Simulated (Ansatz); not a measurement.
Input file:

```yaml
crystal:
  periodic: [false, false, false]
  atoms:
    - {symbol: Se, position_ang: [0.000000, 0.000000, 0.000000]}
    - {symbol: Li, position_ang: [0.000000, 0.000000, 3.591000]}
basis:
  gaussian: {orbitals: cc-pVDZ}
total_charge: 1
magnetization: {spin_polarized: false, initial_magnetization: 2}
correlation: {method: bccd_t, electrons: outside_noble_gas}
```

```sh
$ ansatz run in.yaml --threads 1 --pin off --events-out ev --progress --plain --max-ram 2393MiB
```

**Question.** Roughly how long does this take on 1 thread of Arm Neoverse V1, shared host, and how much host memory?

**Answer.** 2.4 s wall and 0.19 GiB.

```
459 factors; integrals over basis functions are off by at most 4.3e-4 eV
mean field evaluation 1: about -65498.7157 eV, gradient 1.0e1 eV
mean field evaluation 2: about -65498.7176 eV, gradient 1.0e1 eV
mean field evaluation 4: about -65499.1016 eV, gradient 5.5e-1 eV
mean field evaluation 8: about -65499.1047 eV, gradient 5.6e-4 eV
mean field evaluation 16: about -65498.6016 eV, gradient 3.3e0 eV
mean field evaluation 32: about -65498.7061 eV, gradient 3.4e-1 eV
mean field evaluation 64: about -65498.6671 eV, gradient 6.3e-2 eV
mean field evaluation 96: about -65498.6672 eV, gradient 3.3e-2 eV
mean field -65499.10469671 eV, -2407.0477007162 hartree, gradient 2.4e-6 eV, S^2 2.000000; 8 other end points of the search recorded, 0 dependent functions left out
mean field evaluation 128: about -65499.2191 eV, gradient 1.2e-1 eV
determinant -65499.10469671 eV, -2407.0477007162 hartree, with singles and doubles -65501.61931887 eV, -2407.1401113763 hartree
determinant -65498.66720386 eV, -2407.0316231507 hartree, with singles and doubles -65501.15590050 eV, -2407.1230810653 hartree
determinant -65499.10469671 eV, -2407.0477007162 hartree, with singles and doubles -65501.62120701 eV, -2407.1401807642 hartree
determinant -65498.66720386 eV, -2407.0316231507 hartree, with singles and doubles -65501.15718280 eV, -2407.1231281891 hartree
mean field evaluation 160: about -65499.1047 eV, gradient 3.0e-6 eV
15 core orbitals not correlated: weight in the atoms' cores, before any rotation towards them, 1.000 or more for the frozen orbitals, at most 0.000 for the correlated occupied ones
reference -65499.10469671 eV, -2407.0477007162 hartree; 4, 2 occupied and 22, 24 virtual orbitals, 459 factors
second order -2.02390590 eV of doubles, -0.07044772 eV of singles
cycle   1  -2.51868798 eV  change   -2.2e-3 eV  update   1.7e-3
cycle   2  -2.51830824 eV  change    3.8e-4 eV  update   6.9e-4
cycle   3  -2.51819479 eV  change    1.1e-4 eV  update   3.5e-4
cycle   4  -2.51818441 eV  change    1.0e-5 eV  update   1.3e-4
cycle   5  -2.51819140 eV  change   -7.0e-6 eV  update   5.3e-5
cycle   6  -2.51818505 eV  change    6.3e-6 eV  update   2.3e-5
cycle   7  -2.51818021 eV  change    4.8e-6 eV  update   1.1e-5
cycle   8  -2.51817748 eV  change    2.7e-6 eV  update   5.0e-6
perturbative correction -0.03181051 eV, -0.0011690146 hartree
Total energy: -65501.65468470 eV, -2407.1414110465 hartree
```

For the same geometry and basis full CI lies 10.7 meV lower.
